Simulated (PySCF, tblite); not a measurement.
# C3H7OS radical: geometry, infrared bands and EPR parameters

Aim: predict the infrared bands and EPR parameters of C3H7OS radical (`[CH2]C[S@@](C)=O`).

Programs: tblite 0.8.0 and PySCF 2.14.0, with density-fitted response routines of our own. Each step states its level of theory. These are calculated values for one molecule in the gas phase, unless marked as measured. Atoms count from 0, in the outputs and in this text.

**1. The starting structure**

12 atoms, charge 0, multiplicity 2; geometry from: force field or distance geometry start.

Bonds of the start (Å): C0–C1 1.50, C1–S2 1.80, S2–C3 1.82, S2–O4 1.50, C0–H5 1.10, C0–H6 1.10, C1–H7 1.11, C1–H8 1.12, C3–H9 1.10, C3–H10 1.11, C3–H11 1.09.

**2. Relaxing the molecule with GFN2-xTB**

The job: settings as JSON, then the geometry in Å.

```
{"job": {"kind": "relax", "xc": "GFN2-xTB", "basis": "xTB"}, "charge": 0, "multiplicity": 2}
C      1.663300     0.484400     0.149300
C      0.876000    -0.720200    -0.280100
S     -0.571800    -0.839400     0.776200
C     -1.523500     0.681200     0.500000
O     -1.362200    -2.085100     0.492000
H      2.709900     0.394200    -0.185900
H      1.190800     1.413000    -0.203100
H      0.608800    -0.568000    -1.343900
H      1.481500    -1.665700    -0.263200
H     -1.809000     1.104700     1.479300
H     -2.419000     0.418600    -0.101900
H     -0.843700     1.381600     0.014200
```

Launch:

```
$ OMP_NUM_THREADS=1 python probes_run.py task.json out
```

One launch serves the whole session: the jobs run in the order shown.

**Question.** This job is followed by: GFN2-xTB harmonic vibrations, gas phase; UKS B3LYP, pcH-1 on C H O S, non-relativistic, mean-field spin-orbit, GIAO. Predict these results of the whole session: strongest single infrared mode (GFN2-xTB); zero-point energy (GFN2-xTB); g(iso) (B3LYP); ⟨S²⟩; largest a(iso); surface potential, 1st and 99th percentile.

**Answer**, as computed:

```
                                 quantity                  value
strongest single infrared mode (GFN2-xTB)  1099 cm⁻¹, 179 km/mol
             zero-point energy (GFN2-xTB)          56.6 kcal/mol
                           g(iso) (B3LYP)                2.01119
                                     ⟨S²⟩     0.754 (exact 0.75)
                           largest a(iso)    1H on H10, 43.1 MHz
    surface potential, 1st and 99th percentile     -1.46 V and 1.33 V
```

What this shows: Over 138 steps the energy fell by 1.291 eV; of the close pairs, C1–S2 changed most, 1.796 to 3.872 Å. No mode is imaginary among the 30: a minimum at this level. The strongest single mode, at 1099 cm⁻¹, moves mainly O4 and S2. GFN2-xTB is a fitted tight-binding method: band positions and strengths are rough. Its intensities can rank the bands wrongly. The structure rearranged or came apart on optimisation; the results belong to the end geometry, not to the formula as drawn. The largest spin populations lie on S2 (0.54 e), O4 (0.45 e). The isotropic g lies 8.9 ppt above the free-electron value.
